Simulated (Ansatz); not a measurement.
Results of LDA (Ansatz, a quantum-chemistry and plane-wave program, PAW) for CsCl-type TlCl.

Input:

Ansatz 0.2 input:
```yaml
crystal:
  lattice:
    - [3.7664651469, 0.0, 0.0]
    - [0.0, 3.7664651469, 0.0]
    - [0.0, 0.0, 3.7664651469]
  atoms:
    - { symbol: Tl, position: [0.0, 0.0, 0.0] }
    - { symbol: Cl, position: [0.5, 0.5, 0.5] }
basis:
  ecutwfc: 520
  ecutrho_ratio: 4
  xc_grid: 2
kpoints:
  mp_grid: { grid: [10, 10, 10] }
hamiltonian:
  xc: lda
  dispersion: none
  pseudopotentials: { kind: paw }
scf:
  occupations: { method: fermi_dirac, width: 0.01 }
  convergence: { dr2_threshold: 0.0000000002 }
output:
  forces: true
  stress: true
  eigenvalues: true
```

Excerpt of the program's output:

```
Crystal: 2 atoms, lattice volume = 53.432 Å³
Basis set: ecut = 520 eV, 1419 PW (Γ), exchange–correlation on 60×60×60 points (8 copies of the dense FFT grid, shifted against one another)
Bands: 14, of which v1, the nominal top of the filled ones, is band 10 counted from 1 (9 counted from 0)
Symmetry: 48 space group operations
Space group: Pm-3m (ITA 221), of the structure as read, at distance tolerance 3.8e-5 Å
k-points: 56 of 1000
Functional: x = slater, c = lda
SCF iter   1: F=—  HF=-12192.450553 eV  |F-HF|=—  |Δ(HF+E_count)|=         —  Δρ=7.04e-3  dr2=3.80e-2
SCF iter   2: F=—  HF=-12192.437671 eV  |F-HF|=—  |Δ(HF+E_count)|=   1.29e-2  Δρ=3.00e-3  dr2=3.71e-3
  ...
SCF iter   6: F=—  HF=-12192.436382 eV  |F-HF|=—  |Δ(HF+E_count)|=   7.26e-6  Δρ=4.65e-6  dr2=5.74e-9
SCF iter   7: F=-12192.436382 eV  HF=-12192.436382 eV  |F-HF|=3.64e-12  |Δ(HF+E_count)|=  7.29e-10  Δρ=4.67e-7  dr2=5.38e-11
SCF 1 converged in 7 iterations: F = -12192.436382 eV  dr2 = 5.38e-11
SCF converged after 7 iterations
Free energy (F): -12192.436382 eV
Internal energy: -12192.436382 eV  (E = F + TS)
E sigma→0 (E₀):  -12192.436382 eV
Fermi energy:    6.499753 eV
--- Stress (GPa, compression-positive) ---
       -1.893386      -0.000000       0.000000
        0.000000      -1.893386       0.000000
        0.000000      -0.000000      -1.893386
  P = ⅓ Tr σ = -1.8934 GPa (-18.934 kbar)
```

The cell is one volume of an energy–volume scan, off the minimum.

The PAW data were made under PBE.
